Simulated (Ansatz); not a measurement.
A made-up structure of SiHS₂, doublet:

Si1  (-1.451, -0.169, -0.582)
S2  (-0.426, 1.462, 0.391)
S3  (0.641, -0.166, -0.397)
H4  (1.181, -1.038, 0.496)
(Å)

It is relaxed with PBE-D4/def2-SVP and then PBE0-D4/def2-TZVP (Ansatz 0.2.0). Atoms count as bonded within 1.22 times the sum of their covalent radii (H–H: 0.88 Å). The end point is not checked to be a true minimum.

Task: Does its bonding change? (A judgement: the text doesn't fix the answer.)

Result: By the calculation: No: no bond forms or breaks.

Where it ends: The first stage lowers the energy by 0.56 eV in 7 steps. It ends as SiHS₂ ([Si]1[S][SH]1):
```
4
angstrom
Si -1.5562 -0.2230 -0.5746
S -0.3230 1.3501 0.4276
S 0.7859 -0.1095 -0.4957
H 1.0378 -0.9281 0.5511
```

Labels in which every atom is bracketed show which atoms are joined, not bond orders.

For scale, one of the runs: PBE0-D4/def2-TZVP relaxation, 117 basis functions, launched by `ansatz run in.yaml --threads 2 --pin off --events-out ev --progress --plain --max-ram 4352MiB`. Hardware: 2 CPU threads of an Arm Neoverse V1, shared host. Wall time about 25 s.
